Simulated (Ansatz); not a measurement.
A calculation with Ansatz (development build ahead of 0.2.0).

```yaml
crystal:
  periodic: [false, false, false]
  atoms:
    - { symbol: O, position_ang: [0.0, 0.0, 0.0] }
    - { symbol: S, position_ang: [0.54716, 0.72955, 1.57952] }
basis:
  gaussian: { orbitals: STO-3G }
total_charge: -1
magnetization:
  initial_magnetization: 1
hamiltonian:
  xc: hf
correlation:
  method: fci
  frozen_orbitals: { O: 1, S: 5 }
```

The input is written out in the form of the current development build from the run's settings.

Output:

| Property | Result |
| --- | --- |
| Converged | yes |
| Total energy | -466.81745 hartree |
| State | lowest doublet root, of any spatial symmetry |

Caution: no diffuse functions for an anion.
